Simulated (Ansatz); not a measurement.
# Relaxing Ta₃N

The calculation used Ansatz 0.2.0, DFT r2SCAN, scalar-relativistic, plane waves, PAW. Cutoff 500 eV, Γ-centred k mesh, Gaussian smearing, no spin polarisation in the final step.

Ta₃N was placed on the Cu3Au (L1_2) structure type (Pm-3m, No. 221), with N in place of Au, Ta in place of Cu, at a guessed volume.

```
CELL_PARAMETERS angstrom
3.89934 0.00000 0.00000
0.00000 3.89934 0.00000
0.00000 0.00000 3.89934
ATOMIC_POSITIONS crystal
Ta 0.00000 0.50000 0.50000
Ta 0.50000 0.00000 0.50000
Ta 0.50000 0.50000 0.00000
N 0.00000 0.00000 0.00000
```

Cell and atoms relax at zero pressure; the relaxation can't lower the symmetry of the start. After a coarse first stage the cell is made exact in the group found at 0.06 Å.

Energies over the elements count from the elements' standard structures at the same level (N₂ as a molecule), with no empirical corrections.

Q: Describe the relaxed structure.

A: It keeps Pm-3m (No. 221). The result has the Cu3Au (L1_2) structure. Conventional cell: a = 3.929 Å. Around Ta lie 4 N at 2.78 Å and 8 Ta at 2.78 Å; around N lie 12 Ta at 2.78 Å.

```
Ta N
1.0
     3.92907    0.00000    0.00000
     0.00000    3.92907    0.00000
     0.00000    0.00000    3.92907
Ta N
3 1
Direct
  0.00000 0.50000 0.50000
  0.50000 0.00000 0.50000
  0.50000 0.50000 0.00000
  0.00000 0.00000 0.00000
```

Q: What are its volume, energy, density and gap?

A: The volume per atom is 15.16 Å³. The density is 15.24 g/cm³ and the energy over the elements is 1.03 eV/atom. The gap on the 12×12×12 mesh is 0 eV (a metal).

The final run used a 12×12×12 mesh on its 4-atom cell and 0.10 eV smearing. For metals, differences of a few meV/atom aren't resolved. Spin–orbit coupling is left out. A structure relaxed within its symmetry needn't be a true minimum.

Cost: 3 runs of about 1.6 core-minutes in all, on Intel Xeon Platinum 8488C (Sapphire Rapids) (shared hosts).